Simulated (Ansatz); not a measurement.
Mg₂S. The state is a triplet with charge 0. Geometry PBE0-D4/def2-TZVP, that of the charge +1 doublet; atoms count from 1.

```tsv
atom	x (Å)	y (Å)	z (Å)
Mg1	0.878	-0.524	-1.729
Mg2	-0.925	1.141	1.370
S3	0.047	-0.617	0.359
```

The structure comes from a short search, and lower isomers may exist.

Q: Estimate the Mulliken populations from the PBE0/def2-TZVP orbitals of Ansatz.

A: 
```csv
atom,charge (e),spin (α − β)
Mg1,0.35,0.92
Mg2,0.35,0.92
S3,-0.69,0.16
```
Mulliken values depend strongly on the basis.

Q: Where does the spin sit?

A: Summed by element: Mg 1.84, S 0.16, of 2 unpaired in all. Largest on single atoms: Mg1 0.92, Mg2 0.92, S3 0.16.

Q: And the Mayer bond orders between heavy atoms (over 0.3)?

A: Mg1–S3 1.00 (2.25 Å); Mg2–S3 1.00 (2.25 Å).
